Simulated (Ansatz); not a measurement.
Rock-salt SmS (cell taken from a computed entry) was calculated with r²SCAN in Ansatz (PAW).

Run with plane-wave cutoff 500 eV, 12×12×12 k mesh, Fermi–Dirac smearing 0.05 eV, spin-polarised start, scalar-relativistic PAW data made under PBE.

Computed at the level's own relaxed cell.

**Question.** What does this level give for the equilibrium volume per atom and lattice constant a?

**Answer.** 
equilibrium volume per atom: 24.93 Å³/atom
lattice constant a: 5.842 Å

Note: the magnetic order was assumed, not searched for or taken from measurement; the relaxation could not lower the start's symmetry, so the cell can be a saddle point above a distorted one; the 4f shell is treated without U or exact exchange, so its levels and filling can be wrong.

Spin–orbit coupling is not included.

Computed values are for the static lattice.

The result took roughly 90 core-seconds.

Ansatz is a program for electronic structure.
